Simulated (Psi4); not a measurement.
**UB3LYP/6-31G(d) (Cartesian functions) run of Si2H4Cl (SMILES [SiH2][SiH2]Cl)**

What is the vertical electron affinity of Si2H4Cl at UB3LYP/6-31G* (Cartesian functions)? 

Program for the calculation: Psi4 1.11.

1 further run of the same task is left out (set aside as unsound or not needed).

**1. The system as given**

Si2H4Cl has 7 atoms, charge 0, and is taken as a doublet. SMILES: `[SiH2][SiH2]Cl`. The coordinates come from a PBE0-D4/def2-TZVP relaxation. This is one conformer, not always the lowest.

Bond lengths: Si1–Si2 2.324 Å, Si2–Cl3 2.062 Å, Si1–H4 1.487 Å, Si1–H5 1.489 Å, Si2–H6 1.484 Å, Si2–H7 1.486 Å. Angles: Si1–Si2–Cl3 108.2°, Si1–Si2–H6 110.2°, Si1–Si2–H7 113.9°, Cl3–Si2–H6 108.4°, Cl3–Si2–H7 107.1°, Si2–Si1–H4 113.9°, Si2–Si1–H5 113.5°, H6–Si2–H7 108.9°, H4–Si1–H5 110.7°.

**2. Energy and forces at UB3LYP/6-31G(d) (Cartesian functions)**

The input, clh4si2.json:

```json
{
 "schema_name": "qcschema_input",
 "schema_version": 1,
 "molecule": {
  "schema_name": "qcschema_molecule",
  "schema_version": 2,
  "symbols": ["Si", "Si", "Cl", "H", "H", "H", "H"],
  "geometry": [-2.4653367, 0.37246502, -0.92615477, 1.46699439, -0.14664275, 0.95846909, 1.68884824, -3.78833396, 2.32776464, -2.96441337, -1.41805048, -3.03395529, -2.98746803, 3.01921543, -1.72550892, 1.74856358, 1.62724317, 3.11237893, 3.6286521, 0.2056022, -0.79935415],
  "molecular_charge": 0,
  "molecular_multiplicity": 2,
  "fix_symmetry": "c1"
 },
 "driver": "gradient",
 "model": {
  "method": "b3lyp",
  "basis": "6-31G*"
 },
 "keywords": {
  "reference": "uks",
  "puream": false,
  "e_convergence": 1e-09,
  "d_convergence": 1e-08,
  "scf_type": "pk",
  "dft_radial_points": 99,
  "dft_spherical_points": 590,
  "maxiter": 200,
  "scf_properties": ["QUADRUPOLE", "DIPOLE", "MAYER_INDICES"]
 }
}
```

On the command line:

```
$ psi4 --qcschema clh4si2.json -n 1 --memory 1600MB
```

stdout:

```text
[...]
  Running in c1 symmetry.
[...]
  Nuclear repulsion =  181.627483204067971
[...]
  Multiplicity = 2
[...]
  Nalpha       = 25
  Nbeta        = 24
[...]
    Number of basis functions: 65
[...]
   @UKS iter   1: -1041.53326668176032   -3.09885e-01   3.92720e-03 DIIS/ADIIS
[...]
   @UKS iter  12: -1041.58243188820461   -1.36424e-12   4.44668e-09 DIIS
[...]
   @S^2 Observed:                7.523169929E-01
[...]
    Orbital Energies [Eh]
    ---------------------
    Alpha Occupied:
       1A   -101.538125     2A    -66.172899     3A    -66.142097
       4A     -9.457420     5A     -7.218835     6A     -7.212465
       7A     -7.212395     8A     -5.322793     9A     -5.296471
      10A     -3.683362    11A     -3.680052    12A     -3.679758
      13A     -3.658789    14A     -3.652983    15A     -3.652836
      16A     -0.830057    17A     -0.575713    18A     -0.511645
      19A     -0.398636    20A     -0.392546    21A     -0.368430
      22A     -0.358254    23A     -0.318016    24A     -0.301651
      25A     -0.225993
    Alpha Virtual:
[...]
  @UKS Final Energy: -1041.58243188820461
   => Energetics <=
    Nuclear Repulsion Energy =            181.6274832040679712
    One-Electron Energy =               -1801.9282627255538500
    Two-Electron Energy =                 636.3968191038978830
    DFT Exchange-Correlation Energy =     -57.6784714706166852
    Empirical Dispersion Energy =           0.0000000000000000
    VV10 Nonlocal Energy =                  0.0000000000000000
    Total Energy =                      -1041.5824318882046100
[...]
 Multipole Moments:
 ------------------------------------------------------------------------------------
     Multipole            Electronic (a.u.)      Nuclear  (a.u.)        Total (a.u.)
 ------------------------------------------------------------------------------------
 L = 1.  Multiply by 2.5417464519 to convert [e a0] to [Debye]
 Dipole X            :          1.4976424           -1.6046835           -0.1070411
 Dipole Y            :         -4.9022290            5.5092871            0.6070581
 Dipole Z            :          3.3433631           -3.6214481           -0.2780850
 Magnitude           :                                                    0.6762459
 L = 2.  Multiply by 1.3450342976 to convert [e a0^2] to [Debye ang]
 Quadrupole XX       :       -224.8012959          193.6054512          -31.1958447
 Quadrupole XY       :        110.0682229         -109.3334921            0.7347308
[...]
  -Total Gradient:
     Atom            X                  Y                   Z
    ------   -----------------  -----------------  -----------------
       1        0.003039593106    -0.000375953433    -0.000148497161
       2       -0.000583364671    -0.007466301552     0.002313163247
       3       -0.001374086905     0.009450875263    -0.003916523523
       4        0.000065124921     0.000150197397     0.000985357568
       5        0.000047734964    -0.000844751982     0.000767799549
       6       -0.000459162840    -0.000470266030    -0.000194322819
       7       -0.000734497457    -0.000442289786     0.000193699822
[...]
```

The result, in JSON:

```text
{
 "driver": "gradient",
 "model": {
  "method": "b3lyp",
  "basis": "6-31G*"
 },
 "success": true,
 "return_result": [0.0030395931058429873, -0.0003759534325942747, -0.0001484971607459834, -0.0005833646705226195, -0.007466301552378728, 0.0023131632470954414, -0.0013740869051110556, 0.009450875262747793, -0.003916523523444682, 6.512492134111772e-05, 0.000150197396644694, 0.000985357567880596, 4.7734963580955275e-05, -0.0008447519816365961, 0.0007677995485299433, -0.00045916283993331815, -0.00047026602986774413, -0.0001943228194176, -0.0007344974573729179, -0.00044228978576416056, 0.0001936998217456909],
 "properties": {
  "calcinfo_nbasis": 65,
  "calcinfo_nmo": 65,
  "calcinfo_nalpha": 25,
  "calcinfo_nbeta": 24,
  "calcinfo_natom": 7,
  "nuclear_repulsion_energy": 181.62748320406797,
  "return_energy": -1041.5824318882046,
  "return_gradient": [0.0030395931058429873, -0.0003759534325942747, -0.0001484971607459834, -0.0005833646705226195, -0.007466301552378728, 0.0023131632470954414, -0.0013740869051110556, 0.009450875262747793, -0.003916523523444682, 6.512492134111772e-05, 0.000150197396644694, 0.000985357567880596, 4.7734963580955275e-05, -0.0008447519816365961, 0.0007677995485299433, -0.00045916283993331815, -0.00047026602986774413, -0.0001943228194176, -0.0007344974573729179, -0.00044228978576416056, 0.0001936998217456909],
  "scf_one_electron_energy": -1801.9282627255539,
  "scf_two_electron_energy": 636.3968191038979,
  "scf_xc_energy": -57.678471470616685,
  "scf_dipole_moment": [-0.10704111810448547, 0.6070580708776587, -0.2780849965961134],
  "scf_total_energy": -1041.5824318882046,
  "scf_total_gradient": [0.0030395931058429873, -0.0003759534325942747, -0.0001484971607459834, -0.0005833646705226195, -0.007466301552378728, 0.0023131632470954414, -0.0013740869051110556, 0.009450875262747793, -0.003916523523444682, 6.512492134111772e-05, 0.000150197396644694, 0.000985357567880596, 4.7734963580955275e-05, -0.0008447519816365961, 0.0007677995485299433, -0.00045916283993331815, -0.00047026602986774413, -0.0001943228194176, -0.0007344974573729179, -0.00044228978576416056, 0.0001936998217456909],
  "scf_iterations": 12
 }
}
```

It took 14 s on 1 thread of AMD EPYC 9R45 (Zen 5), shared host; peak memory 0.84 GiB.

**3. The singlet anion, same level**

The input, clh4si2.xyz:

```xyz
7
ClH4Si2
Si    -1.304600     0.197100    -0.490100
Si     0.776300    -0.077600     0.507200
Cl     0.893700    -2.004700     1.231800
H     -1.568700    -0.750400    -1.605500
H     -1.580900     1.597700    -0.913100
H      0.925300     0.861100     1.647000
H      1.920200     0.108800    -0.423000
```

The input, job.py:

```python
import psi4

psi4.set_memory(1600000000)
psi4.set_num_threads(1)
psi4.set_output_file('output.dat', False)

with open('clh4si2.xyz') as f:
    atoms = ''.join(f.readlines()[2:])
m = psi4.geometry('-1 1\n' + atoms + 'symmetry c1\nno_reorient\nno_com')

psi4.set_options({
    'basis': '6-31G*',
    'puream': False,
    'e_convergence': 1e-09,
    'd_convergence': 1e-08,
    'scf_type': 'pk',
    'dft_radial_points': 99,
    'dft_spherical_points': 590,
})

energy_value, wavefunction = psi4.gradient('b3lyp', molecule=m, return_wfn=True)
print('gradient / Eh bohr^-1')
print(energy_value.np.round(6))
print(f'energy = {wavefunction.energy():.10f} Eh')
for k, v in sorted(psi4.core.scalar_variables().items()):
    print(f'{k:45s} {v:18.10f}')
```

On the command line:

```
$ python job.py
```

output.dat, cut to the lines that bear on the results:

```text
[...]
  Running in c1 symmetry.
[...]
  Nuclear repulsion =  181.627482998267340
[...]
  Multiplicity = 1
[...]
  Nalpha       = 25
  Nbeta        = 25
[...]
    Number of basis functions: 65
[...]
   @RKS iter   1: -1041.47874277360052   -2.55361e-01   6.11149e-03 DIIS/ADIIS
[...]
   @RKS iter  11: -1041.62400613956243   -9.32232e-12   9.38714e-09 DIIS
[...]
  @RKS Final Energy: -1041.62400613956243
   => Energetics <=
    Nuclear Repulsion Energy =            181.6274829982673396
    One-Electron Energy =               -1811.6375361004702427
    Two-Electron Energy =                 646.2509502835529247
    DFT Exchange-Correlation Energy =     -57.8649033209126031
    Empirical Dispersion Energy =           0.0000000000000000
    VV10 Nonlocal Energy =                  0.0000000000000000
    Total Energy =                      -1041.6240061395624252
[...]
 Multipole Moments:
 ------------------------------------------------------------------------------------
     Multipole            Electronic (a.u.)      Nuclear  (a.u.)        Total (a.u.)
 ------------------------------------------------------------------------------------
 L = 1.  Multiply by 2.5417464519 to convert [e a0] to [Debye]
 Dipole X            :        -12.6955004           14.1589620            1.4634615
 Dipole Y            :         58.4197133          -57.8061553            0.6135580
 Dipole Z            :        -37.7182557           37.5779599           -0.1402958
 Magnitude           :                                                    1.5930650
[...]
  -Total Gradient:
     Atom            X                  Y                   Z
    ------   -----------------  -----------------  -----------------
       1        0.020345391350     0.009199411102    -0.034219606365
       2        0.027236219480    -0.028181195985     0.035023719846
       3       -0.007785819765     0.022580921866    -0.010253936586
       4       -0.008487715670    -0.000098781666     0.012369957160
       5       -0.007551082027    -0.006706059408     0.008437482069
       6       -0.006064176067    -0.001458364347    -0.004166970033
       7       -0.017691227280     0.004665639325    -0.007189475473
[...]
```

The script printed:

```text
gradient / Eh bohr^-1
[[ 2.0345e-02  9.1990e-03 -3.4220e-02]
 [ 2.7236e-02 -2.8181e-02  3.5024e-02]
 [-7.7860e-03  2.2581e-02 -1.0254e-02]
 [-8.4880e-03 -9.9000e-05  1.2370e-02]
 [-7.5510e-03 -6.7060e-03  8.4370e-03]
 [-6.0640e-03 -1.4580e-03 -4.1670e-03]
 [-1.7691e-02  4.6660e-03 -7.1890e-03]]
energy = -1041.6240061396 Eh
CURRENT ENERGY                                  -1041.6240061396
CURRENT REFERENCE ENERGY                        -1041.6240061396
DD SOLVATION ENERGY                                 0.0000000000
DFT FUNCTIONAL TOTAL ENERGY                     -1041.6240061396
DFT TOTAL ENERGY                                -1041.6240061396
DFT VV10 ENERGY                                     0.0000000000
DFT XC ENERGY                                     -57.8649033209
GRID ELECTRONS ALPHA                               24.9999999129
GRID ELECTRONS BETA                                24.9999999129
GRID ELECTRONS TOTAL                               49.9999998259
NUCLEAR REPULSION ENERGY                          181.6274829983
ONE-ELECTRON ENERGY                             -1811.6375361005
PCM POLARIZATION ENERGY                             0.0000000000
PE ENERGY                                           0.0000000000
SCF ITERATION ENERGY                            -1041.6240061396
SCF ITERATIONS                                     11.0000000000
SCF TOTAL ENERGY                                -1041.6240061396
TWO-ELECTRON ENERGY                               646.2509502836
XC GRID RADIAL POINTS                              99.0000000000
XC GRID SPHERICAL POINTS                          590.0000000000
XC GRID TOTAL POINTS                           387051.0000000000
```

Wall time 9 s (1 thread of AMD EPYC 9R45 (Zen 5), shared host); peak memory 0.84 GiB.

**4. What came out**

Level: UB3LYP/6-31G* (Cartesian functions).

```
                                                            quantity           value
                                       doublet Si2H4Cl: total energy  -1041.58243 Eh
                                      doublet Si2H4Cl: dipole moment          1.72 D
                 doublet Si2H4Cl: HOMO energy (highest over α and β)        -6.15 eV
                  doublet Si2H4Cl: LUMO energy (lowest over α and β)        -3.22 eV
                                               doublet Si2H4Cl: ⟨S²⟩           0.752
                           doublet Si2H4Cl: largest force on an atom      0.531 eV/Å
                                         singlet anion: total energy  -1041.62401 Eh
                                          singlet anion: HOMO energy         1.02 eV
                                          singlet anion: LUMO energy         4.37 eV
singlet anion: HOMO–LUMO gap (to an unbound level, set by the basis)         3.35 eV
                             singlet anion: largest force on an atom      2.703 eV/Å
                   vertical electron affinity (to the singlet anion)        1.131 eV
```

What this shows: At fixed nuclei the extra electron is bound by 1.13 eV (26 kcal/mol). The basis has no diffuse functions, so the error can be as large as this value. The largest force (doublet Si2H4Cl) is 0.53 eV/Å: the shape isn't a stationary point for this species at this level. The HOMO (singlet anion) lies at positive energy, 1.02 eV; only total energies tell whether the electron is bound.
